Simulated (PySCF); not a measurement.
Isomers of C6H10, one GFN2-xTB conformer each. Single-point energies are computed at PBE0/pcSseg-1 (PySCF, gas phase, no added dispersion term), electronic only.

Question: Rank them by PBE0/pcSseg-1 energy, lowest first (kcal/mol).
A. `[CH:1]1=[CH:2][CH2:3][CH2:4][CH2:5][CH2:6]1` with C1–C2–C3–C4 16°, C2–C3–C4–C5 -47°, C3–C4–C5–C6 64°, C4–C5–C6–C1 -47° (cyclohexene)
B. `[CH2:1]=[CH:2][CH:3]1[CH2:4][CH2:5][CH2:6]1` with C1–C2–C3–C4 -127°, C2–C3–C4–C5 -105°, C3–C4–C5–C6 -10°, C4–C5–C6–C3 10°, C2–C3–C6–C5 105°
C. `[CH3:1][CH2:2][C:3]1=[C:4]([CH3:5])[CH2:6]1` with C1–C2–C3–C4 0°

Answer: A (0.0), B (27.2), C (42.8).

As drawn, the highest has a three-membered ring, which the lowest lacks. GFN2-xTB itself gives, in the same order: 0.0, 21.5, 44.7. Both levels put the same isomer lowest; measured from each level's own lowest isomer, the values differ by up to 5.7 kcal/mol (C=CC1CCC1: 21.5 against 27.2).

Which frontier levels, dipoles and rotational constants go with these structures?

```json
{"SMILES": "C1=CCCCC1", "HOMO (eV, PBE0/pcSseg-1)": "-6.93", "LUMO (eV)": "0.72", "dipole (D)": "0.31", "A, B, C (MHz)": "4807, 4615, 2607"}
{"SMILES": "C=CC1CCC1", "HOMO (eV, PBE0/pcSseg-1)": "-7.27", "LUMO (eV)": "0.50", "dipole (D)": "0.41", "A, B, C (MHz)": "8579, 2334, 2128"}
{"SMILES": "CCC1=C(C)C1", "HOMO (eV, PBE0/pcSseg-1)": "-6.45", "LUMO (eV)": "0.93", "dipole (D)": "0.92", "A, B, C (MHz)": "5666, 2455, 1790"}
```
